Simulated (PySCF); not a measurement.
Which level of theory gave which numbers?

Species: C5H11S (charge -1).
SMILES: `CC(C)[C@H](C)[S-]`

The closed-shell ground state was solved 6 times with PySCF (density fitting, gas phase), always with PBE0, in these basis sets: 6-31+G*, 6-31G*, aug-cc-pVDZ, def2-SVP, def2-SVPD and def2-TZVP. Geometry: PBE0-D3(BJ)/def2-SVP, one conformer, isolated ion. Where the HOMO energy is positive, the finite basis confines the outermost electrons. No diffuse functions stand in 6-31G*, def2-SVP and def2-TZVP, which bears on an anion's orbital energies.

| row | total energy (Eh) | HOMO (eV) | LUMO (eV) |
| --- | --- | --- | --- |
| P | -594.7169 | 0.75 | 5.50 |
| Q | -595.0250 | -0.19 | 2.57 |
| R | -595.0723 | 0.14 | 4.69 |
| S | -594.7522 | -0.16 | 3.91 |
| T | -594.9640 | 0.53 | 6.49 |
| U | -594.9819 | -0.11 | 3.35 |

Task: Which basis belongs to which row?

Result: P = def2-SVP, Q = aug-cc-pVDZ, R = def2-TZVP, S = def2-SVPD, T = 6-31G*, U = 6-31+G*. From the lowest total energy up: def2-TZVP (258 functions) 0 eV; aug-cc-pVDZ (241 functions) +1.29 eV; 6-31+G* (134 functions) +2.46 eV; 6-31G* (110 functions) +2.95 eV; def2-SVPD (215 functions) +8.71 eV; def2-SVP (143 functions) +9.67 eV.

The values belong to the conformer `[CH3:1][CH:2]([CH3:3])[C@H:4]([CH3:5])[S-:6]`: C1–C2–C4–C5 -177°.
